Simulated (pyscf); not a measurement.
Thermochemistry of product channels of `[OH][Al]([OH])[F]` + `[NH3]` on the singlet surface, in eV, from CCSD(T)/def2-TZVPP + ΔMP2(QZVPP) energies (ideal gas, 1 atm, RRHO with modes under 100 cm⁻¹ raised to 100, one conformer, R ln 2 for chiral ones without a mode under 150 cm⁻¹). Single points on ωB97X-D3(BJ)/def2-SVP structures (PySCF, gas phase). MP2 and CC: frozen core, UHF for open shells. ΔMP2 is the change of the MP2 total energy from the triple- to the quadruple-zeta basis.

```csv
products,ΔE,ΔH(298 K),ΔG(600 K),ΔG(900 K)
`[NH2][Al]([OH])[OH]` + `[FH]`,+0.99,+0.94,+0.94,+0.91
`[OH2]` + `[NH2][Al]([OH])[F]`,+0.43,+0.42,+0.40,+0.38
```

These are energies of the channels, which say nothing of barriers. The CCSD(T) − MP2 part came from Ansatz, without density fitting, on the same reference.
